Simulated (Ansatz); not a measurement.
# C4H7FO: the cost of one run

Method: RKS PBE-D4/def2-SVP; program: Ansatz 0.2.0.

**1. Starting geometry**

SMILES `CC(C)(F)C=O`, 13 atoms, charge 0, spin multiplicity 1.

Atoms are counted from 1 here; the program's logs count them from 0.

Bond lengths: C1–C2 1.529 Å, C1–H7 1.107 Å, C1–H8 1.108 Å, C1–H9 1.108 Å, C2–C3 1.521 Å, C2–F4 1.406 Å, C2–C5 1.536 Å, C3–H10 1.108 Å, C3–H11 1.108 Å, C3–H12 1.108 Å, C5–O6 1.212 Å, C5–H13 1.134 Å. Angles: C2–C1–H7 110.5°, C2–C1–H8 109.4°, C2–C1–H9 110.8°, H7–C1–H8 109.1°, H7–C1–H9 108.7°, H8–C1–H9 108.3°, C1–C2–C3 113.6°, C1–C2–F4 107.8°, C1–C2–C5 108.4°, C3–C2–F4 109.3°, C3–C2–C5 111.4°, F4–C2–C5 105.9°, C2–C3–H10 109.5°, C2–C3–H11 110.1°, C2–C3–H12 110.7°, H10–C3–H11 108.2°, H10–C3–H12 109.5°, H11–C3–H12 108.8° and more.

Geometry (Å):

```xyz
13
C4H7FO
C    -0.54316   -1.17974    0.54117
C    -0.22317    0.06499   -0.28718
C     1.23546    0.15887   -0.70891
F    -1.03719    0.04068   -1.43350
C    -0.65733    1.30385    0.51007
O     0.03068    1.86112    1.33748
H     0.06338   -1.19653    1.46746
H    -0.31847   -2.08627   -0.05501
H    -1.61623   -1.20227    0.81784
H     1.86638    0.34476    0.18240
H     1.37374    1.00257   -1.41322
H     1.56064   -0.77691   -1.20416
H    -1.71425    1.63028    0.26056
```

This geometry comes from a loose relaxation at PBE in a small basis, which is not shown.

**3. Plan of the scan**

First coordinate, dihedral C1–C2–C5–O6: 12 values from −180 to 150 °, periodic. Second coordinate, dihedral H7–C1–C2–C3: 11 values from −29 to 151 °.

Nothing else is relaxed (all other coordinates rigid). Energies count from the relaxed molecule at the same level.

(The set-up runs are not shown.)

**4. Grid point dihedral C1–C2–C5–O6 = 90°, dihedral H7–C1–C2–C3 = 61°**

input.yaml reads:

```yaml
crystal:
  periodic: [false, false, false]
  atoms:
    - { symbol: C, position_ang: [-0.535639, -1.182357, 0.547974] }
    - { symbol: C, position_ang: [-0.230801, 0.062176, -0.287201] }
    - { symbol: C, position_ang: [1.225767, 0.15954, -0.720787] }
    - { symbol: F, position_ang: [-1.051397, 0.032889, -1.427062] }
    - { symbol: C, position_ang: [-0.65245, 1.303241, 0.512815] }
    - { symbol: O, position_ang: [0.076716, 1.901168, 1.273749] }
    - { symbol: H, position_ang: [0.06419, -1.176403, 1.478723] }
    - { symbol: H, position_ang: [-0.290632, -2.090781, -0.037465] }
    - { symbol: H, position_ang: [-1.60996, -1.219638, 0.817238] }
    - { symbol: H, position_ang: [1.862266, 0.343391, 0.166132] }
    - { symbol: H, position_ang: [1.357821, 1.002944, -1.426328] }
    - { symbol: H, position_ang: [1.547154, -0.775485, -1.219291] }
    - { symbol: H, position_ang: [-1.734136, 1.593452, 0.336452] }
basis:
  gaussian: { orbitals: def2-SVP }
hamiltonian:
  xc: pbe
  dispersion: d4
output:
  forces: true
```

On the command line:

```bash
> ansatz run input.yaml --threads 1 --pin off --max-ram 2560MiB --backend cpu --events-out ev --progress --plain --runs-dir out
```

**Question.** How long does this run take on 1 thread of Arm Neoverse V1, shared host, and how much memory does it need?

About 5.2 s, with a peak of 0.14 GiB.
